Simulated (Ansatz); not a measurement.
SiH4 (SMILES [SiH4]) moved off its minimum; all values from Ansatz (a program for electronic structure), cores frozen in correlated methods.
(charge 0, multiplicity 1)
```xyz
5

Si    -0.0490     0.0298     0.0229
H     -0.1638     1.2140    -0.8355
H     -0.7987     0.1846     1.3155
H      1.3724    -0.2287     0.3377
H     -0.5043    -1.2333    -0.7844
```

```csv
level,largest force (eV/Å),on atom,rms difference from CCSD(T)/aug-cc-pV(T+d)Z (eV/Å),dipole (D)
HF/def2-TZVPP,1.53,Si1,0.074,0.29
PBE/def2-TZVPP,1.40,Si1,0.123,0.21
r2SCAN/def2-TZVPP,1.43,Si1,0.024,0.23
B3LYP/def2-TZVPP,1.42,Si1,0.005,0.24
wB97M-V/def2-TZVPP,1.43,Si1,0.050,0.25
MP2/aug-cc-pV(T+d)Z,1.47,Si1,0.056,0.25
CCSD(T)/aug-cc-pV(T+d)Z,1.43,Si1,0.000,0.24
```

The differences count from one level among others, with limits of its own. Forces at CCSD(T)/aug-cc-pV(T+d)Z (eV/Å):

| atom | Fx | Fy | Fz |
|---|---|---|---|
| Si1 | -0.202 | -1.388 | -0.285 |
| H2 | -0.090 | 0.208 | -0.046 |
| H3 | 0.083 | -0.031 | -0.441 |
| H4 | 0.062 | 0.136 | 0.054 |
| H5 | 0.147 | 1.074 | 0.718 |
